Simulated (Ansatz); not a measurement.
hcp Mg was calculated with r²SCAN in Ansatz (PAW).

Settings: plane-wave cutoff 600 eV, 18×18×8 k mesh (along the axes of the cell as run), Fermi–Dirac smearing 0.1 eV, finite displacements, scalar-relativistic PAW data made under PBE.

Computed at the level's own relaxed cell.

```
CELL_PARAMETERS angstrom
      3.18356     0.00000     0.00000
     -1.59178     2.75705     0.00000
      0.00000     0.00000     5.14208
ATOMIC_POSITIONS crystal
  Mg 0.66667 0.33333 0.75000
  Mg 0.33333 0.66667 0.25000
```

Harmonic phonon frequencies (cm⁻¹; i marks an imaginary mode):

```tsv
q point	frequencies
Γ	0 0 0 135 135 265
M	[?]
A	[?]
```

Problem. Some entries are withheld; supply them.

Solution. 
- M, frequencies: 131 144 199 217 239 249
- A, frequencies: 101 101 101 101 190 190

No imaginary mode appears at these points.

Ansatz is an electronic-structure program.
